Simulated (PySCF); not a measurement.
Functional dependence of a UV spectrum

C₃H₅Cl.
Bonds: C1–C2 (double), C2–C3, C3–Cl4. Hydrogens: H5, H6 on C1; H7 on C2; H8, H9 on C3.

Linear-response calculations in the def2-SVPD basis (PySCF; singlets by full response, triplets Tamm–Dancoff, core orbitals frozen in the response; HF means time-dependent Hartree–Fock). 'Strongest' is the level of largest summed f among the singlets computed (10 roots, of which the last may lack a degenerate partner); it can jump between rows when another state enters that window. S1 is the lowest singlet of each run and needn't be the same state throughout; f(S1) is that of one state. The structure is a single PBE0-D3(BJ)/def2-SVP conformer in the gas phase; no vibrational or solvent corrections.

| functional | kind | S1 (eV) | f(S1) | strongest (eV) | T1 (eV) | HOMO (eV) | gap (eV) | ionisation energy, ΔSCF (eV) |
| --- | --- | --- | --- | --- | --- | --- | --- | --- |
| LDA | LDA | 5.50 | 0.001 | 7.10 | 4.56 | -6.97 | 5.16 | 10.08 |
| PBE | GGA | 5.61 | 0.000 | 7.05 | 4.33 | -6.82 | 5.22 | 10.38 |
| B3LYP | global hybrid, 20% exact exchange | 6.36 | 0.000 | 7.34 | 4.32 | -7.75 | 6.94 | 10.11 |
| PBE0 | global hybrid, 25% exact exchange | 6.54 | 0.001 | 7.55 | 4.23 | -7.98 | 7.42 | 10.13 |
| BHandHLYP | global hybrid, 50% exact exchange | 7.06 | 0.231 | 7.06 | 4.16 | -8.95 | 9.49 | 10.06 |
| CAM-B3LYP | range-separated hybrid | 6.86 | 0.119 | 7.32 | 4.28 | -9.31 | 9.87 | 10.28 |
| wB97X-D | range-separated hybrid | 6.89 | 0.122 | 7.36 | 4.40 | -9.84 | 11.08 | 10.23 |
| HF | Hartree–Fock | 7.41 | 0.542 | 7.41 | 3.64 | -10.42 | 13.16 | not settled |

Question: What does LC-wPBE (range-separated hybrid) give?

Answer: S1 (eV) 7.20, f(S1) 0.150, strongest (eV) 7.60, T1 (eV) 4.14, HOMO (eV) -10.72, gap (eV) 12.47, ionisation energy, ΔSCF (eV) 10.37. S1 runs from 5.50 eV (LDA) to 7.41 eV (HF), a spread of 1.91 eV, while the orbital gap spreads over 8.0 eV. Along PBE (0%), B3LYP (20%), PBE0 (25%), BHandHLYP (50%), HF (100%) S1 rises with the share of exact exchange. −ε(HOMO) comes closest to its own ΔSCF ionisation energy with LC-wPBE (+0.36 eV) and misses most with PBE (-3.55 eV). 'Not settled' means that the ion's SCF failed to converge or may have ended in another state than the lowest.
